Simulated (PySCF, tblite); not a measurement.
# BH₃: bond homolysis

Aim: compute the bond homolysis of BH₃ (`B`).

Computed with tblite 0.8.0 and PySCF 2.14.0 and routines of our own; the level stands in each step. Atoms count from 0.

### 1 The system as given

4 atoms, charge 0, multiplicity 1; geometry from: start built from the parent or by distance geometry.

### 2 Geometry optimisation with GFN2-xTB

What the job is given:

```
{"job": {"kind": "relax", "xc": "GFN2-xTB", "basis": "xTB"}, "charge": 0, "multiplicity": 1}
B      0.018400    -0.019000     0.043500
H     -0.149600     1.157500    -0.042100
H     -0.944900    -0.700900    -0.034500
H      1.096600    -0.428100    -0.012600
```

The run is started by

```
> OMP_NUM_THREADS=1 python redox_run.py task.json out
```

One launch serves the whole session: the jobs run in the order shown.

Log:

```text
step      E/eV     max force
  0     -74.52532    1.086
  1     -74.54360    0.498
  2     -74.55210    0.371
  3     -74.55738    0.308
  4     -74.56124    0.188
  5     -74.56217    0.092
  6     -74.56252    0.048
  7     -74.56260    0.027
  8     -74.56262    0.014
  9     -74.56263    0.016
 10     -74.56264    0.014
 11     -74.56265    0.007
```

Wall time 0.02 s (1 thread of Arm Neoverse V1, shared host).

Along the way:

```
step  energy from step 0 (eV)  largest force (eV/Å)
   0                   0.0000                1.0859
   1                  -0.0183                0.4979
   2                  -0.0268                0.3714
   3                  -0.0321                0.3081
   4                  -0.0359                0.1884
   5                  -0.0369                0.0917
   6                  -0.0372                0.0484
   7                  -0.0373                0.0269
   8                  -0.0373                0.0137
   9                  -0.0373                0.0162
  10                  -0.0373                0.0142
  11                  -0.0373                0.0072
```

Close pairs (by a distance rule), those that changed most:

```csv
bond,before (Å),after (Å),change (Å)
B0–H1,1.192,1.164,-0.027
B0–H2,1.183,1.164,-0.018
B0–H3,1.155,1.165,+0.010
```

The final coordinates are the input of the step that follows.

### 3 Harmonic vibrations with GFN2-xTB

What the job is given:

```
{"job": {"kind": "ir", "xc": "GFN2-xTB", "basis": "xTB"}, "charge": 0, "multiplicity": 1}
B      0.005023     0.002425    -0.011389
H     -0.147625     1.156674    -0.023428
H     -0.918250    -0.707162    -0.015741
H      1.081321    -0.442390     0.004850
```

Log:

```text
mode    cm-1     km/mol
  1     882.2    276.50
  2    1164.1     23.64
  3    1164.5     23.63
  4    2658.2      0.05
  5    2727.7    119.72
  6    2729.7    119.67
ZPE 67.747  H(298)-E 77.916  G(298)-E 21.778 kJ/mol  S 188.29 J/(mol K)
```

It took 0.05 s on 1 thread of Arm Neoverse V1, shared host.

The strongest bands and the atoms that carry them (share of the mass-weighted mode):

| cm⁻¹ | km/mol | atoms |
| --- | --- | --- |
| 882 | 276.5 | H2 26 %, H1 26 %, H3 26 %, B0 22 % |
| 1164 | 23.6 | H2 46 %, H1 43 %, B0 10 % |
| 1164 | 23.6 | H3 59 %, H1 16 %, H2 14 %, B0 10 % |
| 2728 | 119.7 | H3 56 %, H2 25 %, B0 11 % |
| 2730 | 119.7 | H1 53 %, H2 35 %, B0 11 % |

### 4 Optimising the geometry at PBE0-D3(BJ)/def2-SVP

What the job is given:

```
{"job": {"xc": "PBE0", "basis": "def2-SVP", "d3": "d3bj", "grid": 1, "kind": "geom"}, "charge": 0, "multiplicity": 1}
B      0.005023     0.002425    -0.011389
H     -0.147625     1.156674    -0.023428
H     -0.918250    -0.707162    -0.015741
H      1.081321    -0.442390     0.004850
```

Log:

```text
step   0  E = -26.53340957  max force = 0.021547
step   1  E = -26.53590697  max force = 0.000212
step   2  E = -26.53590725  max force = 0.000014
optimisation converged
```

Wall time 0.77 s (1 thread of Arm Neoverse V1, shared host).

Along the way:

```
step  energy from step 0 (eV)  largest force component (eV/Å)
   0                   0.0000                          1.1080
   1                  -0.0680                          0.0109
   2                  -0.0680                          0.0007
```

Close pairs (by a distance rule), those that changed most:

```csv
bond,before (Å),after (Å),change (Å)
B0–H1,1.164,1.207,+0.042
B0–H2,1.164,1.207,+0.042
B0–H3,1.165,1.207,+0.042
```

The next job starts from the end point, and lists it.

```csv
at the end point,value
point group (found at 0.08 Å tolerance),D3h
"rotational constants (GHz, main isotopes)","229.6, 229.6, 114.8"
dipole moment (D),0.00
```

### 5 Harmonic vibrations (BH3): PBE0-D3(BJ)/def2-SVP

What the job is given:

```
{"job": {"xc": "PBE0", "basis": "def2-SVP", "d3": "d3bj", "grid": 2, "kind": "hessian"}, "charge": 0, "multiplicity": 1}
B      0.005016     0.002323    -0.011598
H     -0.153124     1.198451    -0.024020
H     -0.951840    -0.732727    -0.016118
H      1.119918    -0.458760     0.005323
```

Log:

```text
coarse grid: 2952 points
cycle   1  E = -26.5281045507  dE = -2.514e-01  |g| = 6.961e-02  |ddm| = 1.551e+00
cycle   2  E = -26.5301637696  dE = -2.059e-03  |g| = 1.356e-02  |ddm| = 1.378e-01
cycle   3  E = -26.5302324999  dE = -6.873e-05  |g| = 6.581e-03  |ddm| = 2.619e-02
cycle   4  E = -26.5302496933  dE = -1.719e-05  |g| = 4.520e-04  |ddm| = 8.945e-03
cycle   5  E = -26.5302497743  dE = -8.096e-08  |g| = 1.162e-05  |ddm| = 7.117e-04
final grid: 27328 points
cycle   6  E = -26.5359068184  dE = -7.200e-06  |g| = 1.616e-03  |ddm| = 8.391e-03
cycle   7  E = -26.5359074407  dE = -6.223e-07  |g| = 9.812e-04  |ddm| = 3.154e-03
cycle   8  E = -26.5359078087  dE = -3.680e-07  |g| = 1.477e-05  |ddm| = 1.228e-03
cycle   9  E = -26.5359078088  dE = -9.923e-11  |g| = 2.373e-06  |ddm| = 2.973e-05
converged SCF energy = -26.5359078088

mode    cm-1
  1    1129.2
  2    1169.4
  3    1169.4
  4    2543.2
  5    2700.2
  6    2700.3
ZPE 68.257  H(298)-E 78.331  G(298)-E 22.049 kJ/mol  S 188.77 J/(mol K)
```

It took 1.8 s on 1 thread of Arm Neoverse V1, shared host.

Zero-point energy 68.26 kJ/mol (xTB gave 67.75).

### 6 Single point (BH₃): M06-2X/def2-TZVP

Geometry: PBE0-D3(BJ)/def2-SVP.

What the job is given:

```
{"job": {"kind": "sp", "xc": "M06-2X", "basis": "def2-TZVP", "grid": 3}, "charge": 0, "multiplicity": 1}
B      0.005016     0.002323    -0.011598
H     -0.153124     1.198451    -0.024020
H     -0.951840    -0.732727    -0.016118
H      1.119918    -0.458760     0.005323
```

Log:

```text
coarse grid: 12600 points
cycle   1  E = -26.5909478674  dE = -2.421e-01  |g| = 9.435e-02  |ddm| = 1.083e+00
cycle   2  E = -26.5943605979  dE = -3.413e-03  |g| = 1.556e-02  |ddm| = 1.092e-01
cycle   3  E = -26.5944686869  dE = -1.081e-04  |g| = 5.005e-03  |ddm| = 2.573e-02
cycle   4  E = -26.5944776646  dE = -8.978e-06  |g| = 7.049e-04  |ddm| = 5.086e-03
final grid: 43472 points
cycle   5  E = -26.5945208267  dE = -2.700e-06  |g| = 5.597e-04  |ddm| = 2.846e-03
cycle   6  E = -26.5945209304  dE = -1.036e-07  |g| = 2.385e-04  |ddm| = 6.467e-04
cycle   7  E = -26.5945209488  dE = -1.846e-08  |g| = 3.071e-05  |ddm| = 1.993e-04
cycle   8  E = -26.5945209494  dE = -6.247e-10  |g| = 3.867e-06  |ddm| = 4.635e-05
converged SCF energy = -26.5945209494
```

It took 0.68 s on 1 thread of Arm Neoverse V1, shared host.

### 7 Optimising the geometry with GFN2-xTB

This step treats BH2 radical, labelled `[BH2]` (the label fixes atoms and charge, not where charge and spin sit).

What the job is given:

```
{"job": {"kind": "relax", "xc": "GFN2-xTB", "basis": "xTB"}, "charge": 0, "multiplicity": 2}
B      0.021300    -0.003800    -0.016900
H     -0.962600    -0.724100    -0.039100
H      1.137400    -0.466400     0.008500
```

Log:

```text
step      E/eV     max force
  0     -57.88521    1.331
  1     -57.93424    0.810
  2     -57.95710    0.246
  3     -57.95816    0.084
  4     -57.95853    0.088
  5     -57.95991    0.058
  6     -57.96001    0.020
  7     -57.96002    0.001
```

It took 0.01 s on 1 thread of Arm Neoverse V1, shared host.

Along the way:

```csv
step,energy from step 0 (eV),largest force (eV/Å)
0,0.0000,1.3310
1,-0.0490,0.8103
2,-0.0719,0.2461
3,-0.0729,0.0843
4,-0.0733,0.0880
5,-0.0747,0.0578
6,-0.0748,0.0200
7,-0.0748,0.0010
```

Close pairs (by a distance rule), those that changed most:

| bond | before (Å) | after (Å) | change (Å) |
| --- | --- | --- | --- |
| B0–H1 | 1.220 | 1.159 | -0.060 |
| B0–H2 | 1.208 | 1.159 | -0.049 |

The next job starts from the end point, and lists it.

### 8 Infrared spectrum with GFN2-xTB

What the job is given:

```
{"job": {"kind": "ir", "xc": "GFN2-xTB", "basis": "xTB"}, "charge": 0, "multiplicity": 2}
B      0.024696    -0.063888    -0.016795
H     -0.949955    -0.691260    -0.038851
H      1.121315    -0.439091     0.008146
```

Log:

```text
mode    cm-1     km/mol
  1     871.3     32.29
  2    2689.8      6.12
  3    2771.3    144.57
ZPE 37.876  H(298)-E 47.950  G(298)-E -9.852 kJ/mol  S 193.87 J/(mol K)
```

Run time: 0.05 s. Hardware: 1 thread of Arm Neoverse V1, shared host.

The strongest bands and the atoms that carry them (share of the mass-weighted mode):

```csv
cm⁻¹,km/mol,atoms
871,32.3,"H2 44 %, H1 44 %, B0 13 %"
2690,6.1,"H1 49 %, H2 48 %"
2771,144.6,"H2 44 %, H1 43 %, B0 13 %"
```

### 9 Optimising the geometry at PBE0-D3(BJ)/def2-SVP

This step treats BH₂ radical, labelled `[BH2]` (the label fixes atoms and charge, not where charge and spin sit).

What the job is given:

```
{"job": {"xc": "PBE0", "basis": "def2-SVP", "d3": "d3bj", "grid": 1, "kind": "geom"}, "charge": 0, "multiplicity": 2}
B      0.024696    -0.063888    -0.016795
H     -0.949955    -0.691260    -0.038851
H      1.121315    -0.439091     0.008146
```

Log:

```text
step   0  E = -25.86366401  max force = 0.023074
step   1  E = -25.86566827  max force = 0.000600
step   2  E = -25.86566994  max force = 0.000065
optimisation converged
```

Run time: 0.49 s. Hardware: 1 thread of Arm Neoverse V1, shared host.

The steps of the relaxation:

```
step  energy from step 0 (eV)  largest force component (eV/Å)
   0                   0.0000                          1.1865
   1                  -0.0545                          0.0309
   2                  -0.0546                          0.0033
```

Distances of close pairs at the start and the end, largest changes first:

| bond | before (Å) | after (Å) | change (Å) |
| --- | --- | --- | --- |
| B0–H2 | 1.159 | 1.205 | +0.046 |
| B0–H1 | 1.159 | 1.205 | +0.046 |

The end geometry stands in the next job.

| at the end point | value |
| --- | --- |
| point group (found at 0.08 Å tolerance) | C2v |
| rotational constants (GHz, main isotopes) | 1102.3, 211.9, 177.7 |
| dipole moment (D) | 0.51 |
| ⟨S²⟩ | 0.751 |

### 10 Harmonic vibrations (BH2 radical): PBE0-D3(BJ)/def2-SVP

What the job is given:

```
{"job": {"xc": "PBE0", "basis": "def2-SVP", "d3": "d3bj", "grid": 2, "kind": "hessian"}, "charge": 0, "multiplicity": 2}
B      0.023613    -0.054847    -0.016968
H     -0.993104    -0.701416    -0.039838
H      1.165860    -0.438144     0.009145
```

Log:

```text
coarse grid: 2328 points
cycle   1  E = -25.8557916651  dE = -1.686e-01  |g| = 6.312e-02  |ddm| = 1.063e+00
cycle   2  E = -25.8600571537  dE = -4.265e-03  |g| = 1.536e-02  |ddm| = 1.183e-01
cycle   3  E = -25.8603433064  dE = -2.862e-04  |g| = 6.582e-03  |ddm| = 3.339e-02
cycle   4  E = -25.8603907047  dE = -4.740e-05  |g| = 1.281e-03  |ddm| = 1.460e-02
cycle   5  E = -25.8603936155  dE = -2.911e-06  |g| = 2.659e-04  |ddm| = 3.583e-03
final grid: 21952 points
cycle   6  E = -25.8656676452  dE = -5.217e-06  |g| = 8.357e-04  |ddm| = 5.181e-03
cycle   7  E = -25.8656680802  dE = -4.349e-07  |g| = 4.385e-04  |ddm| = 1.879e-03
cycle   8  E = -25.8656682411  dE = -1.609e-07  |g| = 2.122e-05  |ddm| = 7.099e-04
cycle   9  E = -25.8656682420  dE = -9.195e-10  |g| = 5.577e-06  |ddm| = 6.446e-05
cycle  10  E = -25.8656682420  dE = -7.215e-11  |g| = 1.509e-06  |ddm| = 2.002e-05
converged SCF energy = -25.8656682420

mode    cm-1
  1     972.9
  2    2578.7
  3    2755.9
ZPE 37.727  H(298)-E 47.750  G(298)-E -10.253 kJ/mol  S 194.54 J/(mol K)
```

Run time: 1.8 s. Hardware: 1 thread of Arm Neoverse V1, shared host.

Zero-point energy 37.73 kJ/mol (xTB gave 37.88).

### 11 Single point (BH2 radical): M06-2X/def2-TZVP

Geometry: PBE0-D3(BJ)/def2-SVP.

What the job is given:

```
{"job": {"kind": "sp", "xc": "M06-2X", "basis": "def2-TZVP", "grid": 3}, "charge": 0, "multiplicity": 2}
B      0.023613    -0.054847    -0.016968
H     -0.993104    -0.701416    -0.039838
H      1.165860    -0.438144     0.009145
```

Log:

```text
coarse grid: 10128 points
cycle   1  E = -25.9112953923  dE = -1.627e-01  |g| = 8.646e-02  |ddm| = 7.573e-01
cycle   2  E = -25.9206436331  dE = -9.348e-03  |g| = 2.972e-02  |ddm| = 1.519e-01
cycle   3  E = -25.9216360327  dE = -9.924e-04  |g| = 9.603e-03  |ddm| = 4.387e-02
cycle   4  E = -25.9217574837  dE = -1.215e-04  |g| = 2.654e-03  |ddm| = 1.905e-02
cycle   5  E = -25.9217639461  dE = -6.462e-06  |g| = 1.163e-03  |ddm| = 4.817e-03
final grid: 33664 points
cycle   6  E = -25.9217234661  dE = -4.581e-06  |g| = 7.230e-04  |ddm| = 2.861e-03
cycle   7  E = -25.9217238459  dE = -3.798e-07  |g| = 2.849e-04  |ddm| = 8.969e-04
cycle   8  E = -25.9217239171  dE = -7.122e-08  |g| = 1.153e-04  |ddm| = 3.108e-04
cycle   9  E = -25.9217239391  dE = -2.200e-08  |g| = 2.646e-05  |ddm| = 2.436e-04
cycle  10  E = -25.9217239428  dE = -3.667e-09  |g| = 1.357e-05  |ddm| = 9.282e-05
converged SCF energy = -25.9217239428
```

It took 0.96 s on 1 thread of Arm Neoverse V1, shared host.

[end of part 1 of 2]
